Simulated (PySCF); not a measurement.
ClH, SMILES Cl (connectivity only; charge and spin as stated), charge +1, multiplicity 2.

Geometry optimised at PBE-D3(BJ)/def2-TZVPD. The spin state was assumed, not searched.

The numbers are results of r2SCAN/def2-TZVPD (PySCF), not measurements.

The molecule is in vacuum.

Computed frontier levels, dipole moment:
```json
{
 "α spin, highest occupied and lowest empty level": "-18.57 and -9.24 eV",
 "β spin, highest occupied and lowest empty level": "-18.09 and -16.71 eV",
 "dipole_moment_about_the_centre_of_nuclear_charge": "1.58 D",
 "⟨S²⟩": "0.757 (pure state 0.75)"
}
```
